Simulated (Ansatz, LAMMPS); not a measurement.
# Zone-centre LO phonon frequency of rock-salt NaF: levels of theory against measurement

Reference value: 422 cm⁻¹ (measured, temperature not stated, no zero-point or thermal correction; as tabulated in arXiv:2311.05107).

| level (code) | value (cm⁻¹) | cell (Å³/atom) | difference (%) |
|---|---|---|---|
| ionic model catlow1977 (shell model, LAMMPS) | 405 | 11.91 | -4.0 |
| ionic model joung2008 (rigid ions, set for SPC/E water, LAMMPS) | 536 | 14.33 | +27 |
| LDA (Ansatz) | 427 | 11.41 | +1.2 |
| PBE (Ansatz) | 389 | 12.99 | -7.8 |
| PBEsol (Ansatz) | 401 | 12.40 | -5.0 |
| r²SCAN (Ansatz) | 420 | 12.12 | -0.5 |

Once the reference is moved by up to 3.0 % (a margin picked here for doubts on the reference and the settings, and for temperature and zero-point motion) and values within 0.7 % count as equal, the nearest can be r²SCAN (-0.5 %), LDA (+1.2 %) or ionic model catlow1977 (-4.0 %). Farthest off among them: ionic model joung2008 (+27 %).

The measured value isn't corrected to a static lattice, so vibrations enter the comparison.  Rigid ions have no electronic screening (ε∞ = 1). Each level is taken at its own relaxed cell. Cutoffs differ between the levels. Ansatz's density-functional and Hartree–Fock values are scalar-relativistic unless marked +SOC, with PAW data made under PBE.

Empirical potentials (ionic model catlow1977, ionic model joung2008) are fitted to chosen data: where that held the value shown, agreement is built in, and what lay outside the fit can be far off.

Differences are worked out from the printed values.

Ansatz is a first-principles code.
